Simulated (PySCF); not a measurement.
How strong are the bonds of `CO[SiH3]` (CH6OSi)?

System: `CO[SiH3]` (CH6OSi). Coordinates in Å; atoms count from 1 in this order:
```
C     1.3602   -0.1870    0.0952
O     0.1800   -0.3388   -0.6404
Si   -1.3166    0.1443   -0.1020
H     2.2010   -0.5750   -0.4998
H     1.5722    0.8731    0.3302
H     1.3320   -0.7479    1.0483
H    -1.6874   -0.5682    1.1625
H    -2.2836   -0.1905   -1.1808
H    -1.3371    1.6171    0.1716
```

Energies: M06-2X/def2-TZVP (PySCF, density fitting, integration grid level 3) on PBE0-D3(BJ)/def2-SVP structures. Thermal corrections: PBE0-D3(BJ)/def2-SVP frequencies, unscaled, ideal gas at 298.15 K and 1 bar, quasi-RRHO entropy.

```
  bond  r / Å           radicals  BDE(298 K) / kJ/mol  BDFE / kJ/mol  D₀ / kJ/mol  Dₑ / kJ/mol
 Si3–H  1.498      CO[SiH2] + H•                  377            343          372          397
 C1–O2  1.399   CH3• + [O][SiH3]                  397            351          391          422
  C1–H  1.101  [CH2]O[SiH3] + H•                  400            365          394          431
O2–Si3  1.662       C[O] + SiH3•                  460            413          455          480
```

Homolysis to relaxed radicals in the gas phase; the table need not hold every single bond outside rings.

Lowest value: Si3–H (377 kJ/mol); strongest: O2–Si3 (460 kJ/mol).

Known limits: the order of C1–O2 and C1–H is undecided: the gaps lie inside the method's error (some 10 kJ/mol, one structure a species); in free energy Si3–H and C1–O2 (by 8.7 kJ/mol) differ by less than the method's error (some 10 kJ/mol), so that order is undecided.
